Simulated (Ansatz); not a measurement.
Input for Ansatz (development build ahead of 0.2.0):

```yaml
crystal:
  periodic: [false, false, false]
  atoms:
    - { symbol: Mg, position_ang: [0.0, 0.0, 0.0] }
    - { symbol: H, position_ang: [3.62371, 0.0, 0.0] }
    - { symbol: H, position_ang: [-2.62734, 0.0, 0.0] }
basis:
  gaussian: { orbitals: STO-3G }
total_charge: 1
magnetization:
  initial_magnetization: 1
hamiltonian:
  xc: hf
correlation:
  method: fci
  frozen_orbitals: { H: 0, Mg: 1 }
```

The input is written out in the form of the current development build from the run's settings.

The run gave:

```json
{
  "Converged": "yes",
  "Total energy": "-197.93229 hartree",
  "State": "lowest doublet root, of any spatial symmetry"
}
```
